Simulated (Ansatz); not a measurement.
Rock-salt SnTe (cubic form, which distorts at low temperature) was calculated with HSE06 in Ansatz (PAW).

Settings: plane-wave cutoff 460 eV, 8×8×8 k mesh, Fermi–Dirac smearing 0.01 eV, scalar-relativistic PAW data made under PBE.

Properties against volume:

```
V (Å³/atom)  P (GPa)  direct gap at Γ (eV)  smallest gap on the k mesh (eV)
-----------  -------  --------------------  -------------------------------
30.525          2.58                 6.539                            0.043
31.329          1.23                 6.401                            0.138
32.302         -0.20                 6.241                            0.244
32.935         -1.01                 6.139                            0.308
33.739         -1.93                 6.013                            0.386
```

The fundamental gap (0.23 eV at the equilibrium volume, on the SCF mesh) lies elsewhere than Γ–Γ.

Measured, for comparison: band gap 0.3 eV (4 K, zero-point motion not removed, bulk gap, ARPES or transport; rounded; as tabulated in Ando (2013), arXiv:1304.5693).

Note: symmetry holds this phase in the static calculation, where it need not be a minimum.

Spin–orbit coupling is not included; it can close the smallest gap of 0.23 eV.

Ansatz is a first-principles code.
